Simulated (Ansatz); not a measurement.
**[NH₂···H···S], triplet: transfer scan**

Starting geometry:

```csv
atom,x (Å),y (Å),z (Å)
N,-1.7929,-0.0116,-0.0181
H,-2.0902,0.9562,-0.0181
H,-2.0902,-0.4139,0.8622
H,-0.7804,-0.0116,-0.0181
S,0.9391,-0.0116,-0.0181
```

From there H4 is moved from one fragment to the other while all else, the fragments' distance too, stays fixed; atoms are numbered as listed. Energies are in kcal/mol, counted from the starting geometry at the same level.

Basis cc-pVDZ; Ansatz 0.2.0. Correlated methods freeze the noble-gas cores. Prefix R: restricted or restricted open-shell reference; prefix U: unrestricted. Active spaces: valence = (14e, 11o) chosen from the atoms' valence shells.

Runs in a small pair space aren't shown, since their orbitals change along the scan.

Full CI isn't at hand for all of this; UCCSDT(Q) serves as the reference, and is uncertain by about the last step of the cluster series. The frozen core follows each run's orbitals, which can shift R against U totals by a few meV.

| distance N1-H4 (Å) | UCCSDT(Q) | error RHF | error UMP2 | error RCCSD | error RCCSD(T) | error RCCSDT(Q) | error CASSCF (valence space) |
| --- | --- | --- | --- | --- | --- | --- | --- |
| 0.942 | 2.6 | -2.8 | -0.3 | -0.3 | -0.1 | 0.0 | -0.7 |
| 1.012 | 0.0 | 0.0 | 0.0 | 0.0 | 0.0 | 0.0 | 0.0 |
| 1.061 | 1.2 | 2.2 | 0.3 | 0.3 | 0.0 | 0.0 | 0.5 |
| 1.109 | 3.8 | 4.7 | 0.8 | 0.6 | 0.1 | 0.0 | 1.0 |
| 1.158 | 7.1 | 7.4 | 1.5 | 0.9 | 0.1 | 0.0 | 1.4 |
| 1.206 | 10.4 | 9.7 | 2.5 | 1.2 | 0.2 | 0.0 | 1.7 |
| 1.255 | 13.6 | 9.4 | 3.4 | 1.4 | 0.2 | 0.0 | 1.8 |
| 1.303 | 16.2 | 6.2 | 3.8 | 1.2 | 0.3 | 0.0 | 1.6 |
| 1.352 | 18.6 | 2.9 | 3.7 | 0.9 | 0.2 | 0.0 | 1.3 |

Errors are those of relative energies. In total energy the starting point itself misses UCCSDT(Q) by: RHF 205.4, UMP2 25.8, RCCSD 4.8, RCCSD(T) 0.7, RCCSDT(Q) 0.0, CASSCF (valence space) 157.4 kcal/mol.

Spread of the error over the points with a reference, to 1.352 Å (largest less smallest): RCCSDT(Q) 0.0, RCCSD(T) 0.3, RCCSD 1.7, CASSCF (valence space) 2.5, UMP2 4.1, RHF 12.5 kcal/mol.
